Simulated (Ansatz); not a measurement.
# HSO+: functionals against CCSD(T) at one geometry

An exercise on one series of results from a longer session: the logs are not shown, and one member is left open.

Computed with Ansatz 0.2.0, Gaussian basis. Level: single points in def2-TZVPP.

Correlated methods freeze the cores.

### The system as given

3 atoms, charge 1, spin multiplicity 1.

Atoms are counted from 1 here; the program's logs count them from 0.

Bond lengths: O1–S2 1.399 Å, S2–H3 1.436 Å. Angles: O1–S2–H3 107.2°.

Coordinates:

```xyz
3
charge 1, multiplicity 1
O     1.00766   -0.08392    0.54558
S    -0.12448   -0.55579   -0.12755
H    -0.93247    0.58690   -0.45076
```

The first run:

Input file run/in.yaml:

```yaml
crystal:
  periodic: [false, false, false]
  atoms:
    - {symbol: O, position_ang: [1.007659, -0.083924, 0.545578]}
    - {symbol: S, position_ang: [-0.124476, -0.555794, -0.127554]}
    - {symbol: H, position_ang: [-0.932469, 0.586902, -0.450757]}
basis:
  gaussian: {orbitals: def2-TZVPP}
total_charge: 1
hamiltonian: {xc: pbe, dispersion: d4}
output: {forces: true}
```

Launch:

```bash
$ ansatz run in.yaml --threads 2 --pin off --events-out ev --progress --plain --max-ram 3481MiB
```

Among the steps run: PBE-D4/def2-TZVPP; r2SCAN-D4/def2-TZVPP; PBE0-D4/def2-TZVPP; wB97M-V/def2-TZVPP; CCSD(T)/def2-TZVPP.

One of the session's tables, all rows but one given; the rest of the session is left out.

| method | RMS force component (eV/Å) | angle to CCSD(T) forces (°) |
| --- | --- | --- |
| PBE-D4 | 1.808 | 9.3 |
| r2SCAN-D4 | 1.419 | 3.5 |
| PBE0-D4 | ? | ? |
| wB97M-V | 1.145 | 6.3 |
| CCSD(T) | 1.747 | reference |

Q: Estimate the row for PBE0-D4 from the others.

The run gave: RMS force component (eV/Å): 1.150; angle to CCSD(T) forces (°): 3.6. In the column «RMS force component (eV/Å)» it lies between wB97M-V (1.145) and r2SCAN-D4 (1.419).

Caveats from the session: The reference is not at the basis limit: in triple zeta CCSD(T) underbinds, which counts against methods that bind more; the gaps are no ranking.
